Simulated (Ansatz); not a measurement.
Coupled-cluster diagnostics for Al(PH3)H3 (AlPH₆), Ansatz.

Geometry of the singlet (PBE-D4/def2-TZVP):

```tsv
atom	x (Å)	y (Å)	z (Å)
Al1	0.782	-1.156	-0.397
P2	-0.573	0.847	0.291
H3	-1.645	1.283	-0.533
H4	0.071	2.103	0.454
H5	-1.274	0.826	1.527
H6	1.275	-0.565	-1.807
H7	-0.430	-2.211	-0.384
H8	1.795	-1.127	0.849
```

Correlated methods freeze 10 core orbitals.

Problem. Estimate the CCSD(T) correlation energy, the shares of MP2 and (T), T1 and the reference's ⟨S²⟩ for: charge 0, singlet, own geometry in def2-TZVPP; charge 0, singlet, own geometry in def2-TZVPD; charge 1, doublet, vertical in def2-TZVPP; charge -1, doublet, vertical in def2-TZVPD; and the rough time on 4 threads of Arm Neoverse V2 on a shared host.

Solution. 
```tsv
state	basis	correlation (eV)	MP2 share (%)	(T) share (%)	T1	⟨S²⟩ (pure)	wall time	remarks
charge 0, singlet, own geometry	def2-TZVPP	-8.998	81.9	2.9	0.012	0.00 (0.00)	5 s	–
charge 0, singlet, own geometry	def2-TZVPD	-8.600	80.3	2.9	0.013	0.00 (0.00)	2.8 s	–
charge 1, doublet, vertical	def2-TZVPP	-8.198	80.4	3.3	0.040	0.77 (0.75)	20 s	–
charge -1, doublet, vertical	def2-TZVPD	-9.161	80.5	3.5	0.035	0.75 (0.75)	14 s	HOMO above zero
```
Customary marks for T1 are 0.02 (closed shells), 0.045 (open shells) and about 0.05 (3d metals). T1 exceeds 0.02 in 2 of 4 rows and 0.045 in 0; the higher it lies, the less the single-reference result can be trusted.
